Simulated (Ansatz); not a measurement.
Two shapes of singlet H2O.

Shape 1:

```xyz
3

O     0.0013    0.0002   -0.0037
H     0.5898    0.7628   -0.0052
H     0.5822   -0.7662    0.0050
```

Shape 2:

```xyz
3

O    -0.0345   -0.0445    0.0538
H     0.5652    0.7822    0.0149
H     0.5307   -0.7292   -0.0056
```

Basis set: cc-pVDZ (spherical functions). Correlated methods keep 1 orbital frozen. Charge 0, multiplicity 1.

Computed with Ansatz (development build ahead of 0.2.0); each method stands on the lowest determinant of its kind that the runs found.

**Question.** Which shape is lower in energy, and by how much in each method?

**Answer.**

```tsv
method	E(2) − E(1) (eV)
RHF	0.243
RHF-MP2	0.256
```

Shape 1 is lower.
